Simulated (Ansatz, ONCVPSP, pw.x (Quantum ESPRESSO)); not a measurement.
pw.x on bcc Cr: one setting changed

Potential: optimised norm-conserving Vanderbilt (ONCV), ONCVPSP 4.0.1.1 (patched build), PBE; core [Ar], reference 3d5 4s1; waves: 4s: rc 2.90 bohr, ncon 3, nbas 6, qcut 2.6 1/bohr, 2 projectors, debl 3.8 Ha; p scattering state at 0.22 Ha: rc 3.12 bohr, ncon 4, nbas 8, qcut 2.6 1/bohr, 2 projectors, debl 0.4 Ha; 3d: rc 1.80 bohr, ncon 4, nbas 9, qcut 10.2 1/bohr, 2 projectors, debl 3.8 Ha; f scattering state at 0.43 Ha: rc 3.12 bohr, ncon 3, nbas 6, qcut 4.3 1/bohr, 1 projector; local part: polynomial inside 1.32 bohr (lpopt 5, dvloc0 2 Ha); core correction: Teter function, fcfact 2.25, rcfact 1.4. In the p channel the program set the typed energies aside and used 0.050, 0.450 Ha.

The reference run (k-mesh 16³, cutoffs 95/380 Ry, Fermi–Dirac 0.01 Ry, mixing_beta 0.4, conv_thr 1e-9, no spin) gives -1.83 GPa at 11.577 Å³/atom, where all-electron LAPW gives -0.44 GPa. This run, with its own iteration cap, changes smearing to mp.

```
&control
  calculation='scf', prefix='x', pseudo_dir='./', outdir='./tmp', tstress=.true., disk_io='none'
/
&system
  ibrav=0, nat=1, ntyp=1, ecutwfc=95, ecutrho=380, nbnd=10,
  occupations='smearing', smearing='mp', degauss=0.01
/
&electrons
  conv_thr=1e-09, mixing_beta=0.4, electron_maxstep=50
/
ATOMIC_SPECIES
Cr 1.0 Cr.UPF
CELL_PARAMETERS angstrom
  -1.42510002 1.42510002 1.42510002
  1.42510002 -1.42510002 1.42510002
  1.42510002 1.42510002 -1.42510002
ATOMIC_POSITIONS crystal
Cr 0.0000 0.0000 0.0000
K_POINTS automatic
16 16 16 0 0 0
```

```bash
pw.x < Cr.scf.in > Cr.scf.out
```

Problem. How does the run end?

Solution. It converges in 10 iterations; the free energy moves by +19.8 meV/atom and the pressure by -0.21 GPa. This scheme is built to cancel the term in the square of the width that Fermi–Dirac smearing leaves in the F of a metal.

```
Message from routine setup:
     using ibrav=0 with symmetry is DISCOURAGED, use correct ibrav instead
     lattice parameter (alat)  =       4.6645  a.u.
     unit-cell volume          =      78.1255 (a.u.)^3
     number of electrons       =         6.00
     number of Kohn-Sham states=           10
     kinetic-energy cutoff     =      95.0000  Ry
     charge density cutoff     =     380.0000  Ry
     scf convergence threshold =      1.0E-09
     Exchange-correlation= PBE
     number of k points=   145  Methfessel-Paxton smearing, width (Ry)=  0.0100
     iteration #  1     ecut=    95.00 Ry     beta= 0.40
     total energy              =     -20.86637733 Ry
     estimated scf accuracy    <       0.43235320 Ry
     iteration #  2     ecut=    95.00 Ry     beta= 0.40
     total energy              =     -20.93100716 Ry
     estimated scf accuracy    <       0.00433220 Ry
     iteration #  3     ecut=    95.00 Ry     beta= 0.40
     total energy              =     -20.93342736 Ry
     estimated scf accuracy    <       0.00132757 Ry
     [... 4 iterations left out ...]
     iteration #  8     ecut=    95.00 Ry     beta= 0.40
     total energy              =     -20.93415920 Ry
     estimated scf accuracy    <       0.00000005 Ry
     iteration #  9     ecut=    95.00 Ry     beta= 0.40
     total energy              =     -20.93415921 Ry
     estimated scf accuracy    <       0.00000001 Ry
     iteration # 10     ecut=    95.00 Ry     beta= 0.40
     the Fermi energy is    13.3359 ev
!    total energy              =     -20.93415921 Ry
     estimated scf accuracy    <          1.6E-10 Ry
     smearing contrib. (-TS)   =      -0.00001458 Ry
     The total energy is F=E-TS. E is the sum of the following terms:
     one-electron contribution =       8.49069007 Ry
     hartree contribution      =       1.70556400 Ry
     xc contribution           =      -6.80621875 Ry
     ewald contribution        =     -24.32417994 Ry
     convergence has been achieved in  10 iterations
          total   stress  (Ry/bohr**3)                   (kbar)     P=      -20.39
     Message from routine punch:
     Nothing written, as per user request (disk_io='none')
```

The run took about 45 s on one core of a shared host (Neoverse-N1, 64 threads, 124 GiB, load 59).
